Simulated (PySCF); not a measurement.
Ground-state electric properties of a mixed set of molecules.

All values: PBE0/def2-SVPD (PySCF) at PBE0-D3(BJ)/def2-SVP geometries, gas phase, one conformer each. Core orbitals are frozen in the response; Δα² is half the sum of the squared differences of the principal polarisabilities. Atoms past krypton carry effective core potentials. The calculation is non-relativistic apart from the core potentials, for germanium and selenium too.

Question: Rank by dipole moment, highest first.
A. `[NH2:1][GeH2:2][SH:3]` with H–N1–Ge2–S3 -70° and 55°, N1–Ge2–S3–H 70°
B. lithium fluoride, `[Li][F]`
C. `[CH3:1][S:2](=[O:3])(=[O:4])[CH2:5][c:6]1[cH:7][cH:8][cH:9][cH:10][cH:11]1` with C1–S2–C5–C6 56°, S2–C5–C6–C7 -110°
D. `[CH2:1]=[CH:2][c:3]1[cH:4][n:5][se:6][c:7]1[CH2:8][CH3:9]` with C1–C2–C3–C4 -11°, Se6–C7–C8–C9 97°
E. `[N]#[Mo]([F])([F])[F]` (MoNF3)

Answer: B (6.14 D), C (4.90 D), D (2.91 D), A (1.42 D), E (1.19 D).

Question: Rank by mean static polarisability, highest first.
A. `[Li][F]`
B. `CS(=O)(=O)Cc1ccccc1`
C. `[NH2][GeH2][SH]`
D. `[N]#[Mo]([F])([F])[F]`

Answer: B (17.55 Å³), C (9.39 Å³), D (5.95 Å³), A (1.34 Å³).

Question: Rank by polarisability anisotropy Δα, lowest first.
A. `[NH2:1][GeH2:2][SH:3]` with H–N1–Ge2–S3 -70° and 55°, N1–Ge2–S3–H 70°
B. `[Li][F]` (lithium fluoride)
C. `[CH3:1][S:2](=[O:3])(=[O:4])[CH2:5][c:6]1[cH:7][cH:8][cH:9][cH:10][cH:11]1` with C1–S2–C5–C6 56°, S2–C5–C6–C7 -110°
D. `[CH2:1]=[CH:2][c:3]1[cH:4][n:5][se:6][c:7]1[CH2:8][CH3:9]` with C1–C2–C3–C4 -11°, Se6–C7–C8–C9 97°
E. MoNF3, `[N]#[Mo]([F])([F])[F]`

Answer: B (0.10 Å³), E (1.02 Å³), A (2.83 Å³), C (7.67 Å³), D (10.54 Å³).

All values together:

```
               SMILES   formula  μ (D)  HOMO (eV)  LUMO (eV)  α (Å³)  Δα (Å³)  electrons  α per electron (Å³)  ΔSCF removal energy (eV)
      [NH2][GeH2][SH]    GeH5NS   1.42      -7.21      -0.08    9.39     2.83         60                0.157                      9.27
              [Li][F]       LiF   6.14      -8.09      -1.00    1.34     0.10         12                0.112                     11.72
[N]#[Mo]([F])([F])[F]     F3MoN   1.19     -10.11      -3.33    5.95     1.02         76                0.078                     12.40
      C=Cc1cn[se]c1CC   C7H9NSe   2.91      -6.57      -1.27   17.64    10.54         92                0.192                      8.25
  CS(=O)(=O)Cc1ccccc1  C8H10O2S   4.90      -7.48      -0.95   17.55     7.67         90                0.195                         –
```

Conformers: `[NH2:1][GeH2:2][SH:3]` with H–N1–Ge2–S3 -70° and 55°, N1–Ge2–S3–H 70°; `[CH2:1]=[CH:2][c:3]1[cH:4][n:5][se:6][c:7]1[CH2:8][CH3:9]` with C1–C2–C3–C4 -11°, Se6–C7–C8–C9 97°; `[CH3:1][S:2](=[O:3])(=[O:4])[CH2:5][c:6]1[cH:7][cH:8][cH:9][cH:10][cH:11]1` with C1–S2–C5–C6 56°, S2–C5–C6–C7 -110°.

A dash marks a removal energy that wasn't run or isn't settled.
